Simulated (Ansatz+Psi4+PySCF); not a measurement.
doublet Na₂(+): levels of theory in one basis

```xyz
2

Na    0.0000    0.0000    1.5763
Na    0.0000    0.0000   -1.5763
```

Basis set: cc-pCVTZ (spherical functions). Correlated methods keep 2 orbitals frozen. Correlation on ROHF uses semicanonical orbitals with singles. Charge 1, multiplicity 2.

Computed with Ansatz (development build ahead of 0.2.0) and Psi4 1.11; each method stands on the lowest determinant of its kind that the runs found.

| method | E − E(ROHF) (eV) | <S²> of the determinant |
| --- | --- | --- |
| ROHF | 0.00 | 0.75 |
| UHF | 0.00 | 0.75 |
| ROHF-MP2 | -14.37 | – |
| ROHF-CCSD(T) | -14.76 | – |

Task: What does ROHF-CCSD give on the same scale?

Result: -14.59 eV.
